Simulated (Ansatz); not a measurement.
`[SiH3]CS` at its PBE0-D4/def2-TZVP geometry, where that method's forces vanish. Total charge 0; spin multiplicity 1.

| atom | x (Å) | y (Å) | z (Å) |
| --- | --- | --- | --- |
| Si1 | 0.175 | -1.007 | 0.348 |
| C2 | -0.518 | 0.463 | -0.591 |
| S3 | 0.597 | 1.890 | -0.503 |
| H4 | 1.459 | -1.433 | -0.261 |
| H5 | -0.786 | -2.145 | 0.327 |
| H6 | 0.410 | -0.606 | 1.761 |
| H7 | -0.587 | 0.215 | -1.653 |
| H8 | -1.522 | 0.734 | -0.256 |
| H9 | 0.771 | 1.889 | 0.828 |

(1) For each bond, give half the difference of the two atoms' forces along it (eV/Å; positive pushes the atoms apart) under PBE-D4, r2SCAN-D4, B3LYP-D4, ωB97M-V in def2-TZVPP. (Best estimate.)

## Answers

(1) Ansatz gave: 
```
  bond  length (Å)  PBE-D4  r2SCAN-D4  B3LYP-D4  ωB97M-V
Si1–C2       1.878   -0.02      -0.01      0.09     0.05
Si1–H4       1.484    0.07      -0.03     -0.07    -0.10
Si1–H5       1.489    0.07      -0.02     -0.10    -0.12
Si1–H6       1.488    0.08      -0.02     -0.07    -0.10
 C2–S3       1.813    0.18       0.20      0.31     0.15
 C2–H7       1.093    0.12      -0.03     -0.11    -0.08
 C2–H8       1.092    0.10      -0.03     -0.10    -0.09
 S3–H9       1.343    0.26       0.00     -0.02    -0.11
```

B3LYP here is the variant with VWN-RPA as its local correlation; programs differ in this.
